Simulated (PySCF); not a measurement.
Saddle point of AlNH$_{4}$S, singlet (AlNH₄S ([NH2][AlH][SH]) → AlHS ([AlH][S]) + NH₃ (still joined by a long Al–N bond); bonds formed: N2–H4; bonds broken: S3–H4; bonds weakened to dative contacts: Al1–N2), PBE0-D4/def2-TZVP structure:

```
7
angstrom
Al -0.5293 0.8124 0.4309
N 0.5472 -0.6987 0.0392
S -1.0997 0.9662 -1.5819
H -0.0603 -0.2451 -1.1155
H -0.6942 1.4446 1.8626
H 0.2771 -1.6326 0.3249
H 1.5592 -0.6467 0.0398
```

Energies are electronic, without zero-point energy. Barriers and step energies count from the start structure reached by relaxing down the imaginary mode; all methods use the PBE0-D4 structures, on which another method's saddle can fall below an end. Program: PySCF 2.14 with density fitting (its default auxiliary sets; JK sets also for MP2 and CCSD(T)). Basis: def2-TZVPP, with def2-QZVPP for the basis limit. Cores are frozen in the correlated methods. B3LYP uses VWN-RPA correlation. Extrapolation: Hartree–Fock as exp(−7.88 √X), correlation as X^−2.97.

| method | barrier (kJ/mol) | step energy (kJ/mol) |
| --- | --- | --- |
| SPW92 | ? | 54.8 |
| PBE-D4 | 104.5 | 56.3 |
| r2SCAN-D4 | 117.5 | 62.4 |
| PBE0-D4 | 119.9 | 60.7 |
| B3LYP-D4 | 131.9 | 66.3 |
| BHLYP-D4 | 150.6 | 70.9 |
| wB97M-V | ? | 67.6 |
| HF | 187.7 | 74.7 |
| MP2 | ? | 66.0 |
| CCSD | 150.5 | 71.4 |
| CCSD(T) | 139.7 | 67.3 |

Q: Fill in the withheld barriers. (An estimate is asked for; the value comes from the calculation.)

A: The calculation gives: SPW92 86.7; MP2 131.0; wB97M-V 136.5 kJ/mol. Each is the energy of the saddle less that of the start structure, by the same method.

For comparison, the barrier by CCSD(T) at an estimated basis limit (MP2 extrapolated from triple and quadruple zeta, plus CCSD(T) − MP2 in triple zeta) is 135.5 kJ/mol.

No T1 diagnostic of these runs exceeds 0.017.

Labels in which every atom is bracketed show which atoms are joined, not bond orders.

For scale, one of the runs: CCSD(T)/def2-TZVPP, 171 basis functions, launched by `OMP_NUM_THREADS=4 python run.py`. Hardware: 4 CPU threads of an Arm Neoverse V1, shared host. Wall time 2.7 min; peak host memory 1.3 GiB.
